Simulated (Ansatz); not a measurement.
Consider the formal loss of a carbene: `C=CCC(F)Cl` → `C=CCCl` + `[CH]F`.

Computed with Ansatz on PBE0-D4/def2-TZVP structures; ΔE is electronic, products minus reactants. CBS: MP2 limit from def2 TZ/QZ plus the TZ coupled-cluster correction, frozen cores. This one scheme is used for every species. DFT in def2-TZVPP. Each species was taken in one conformer, which may not be the lowest.

```
           level  ΔE (eV)
     LDA (SPW92)     4.76
          B97M-V     4.04
    CAM-B3LYP-D4     4.07
         ωB97M-V     3.99
            BLYP     3.65
         r2SCANh     4.23
CCSD(T)/def2-SVP     4.06
  CCSD/CBS(def2)     3.95
```

Question: What does CCSD(T)/CBS give? (An estimate is asked.)

Answer: The calculation gave: +3.99 eV. The listed levels differ from it by 0.77, 0.05, 0.08, 0.00, -0.34, 0.24, 0.07, -0.04 eV.

Largest T1 diagnostic among the species: 0.018.

From r2SCAN to r2SCAN0 (25 % exact exchange), in def2-TZVPP and without D4, ΔE moves by +0.04 eV. The D4 term adds +0.14 eV with B3LYP and +0.08 eV with PBE0; it sums over pairs of atoms, weighted by their polarisabilities, and B3LYP, whose exchange is more repulsive, gets the larger term.

B3LYP here is the variant with VWN-RPA as its local correlation; programs differ in this.
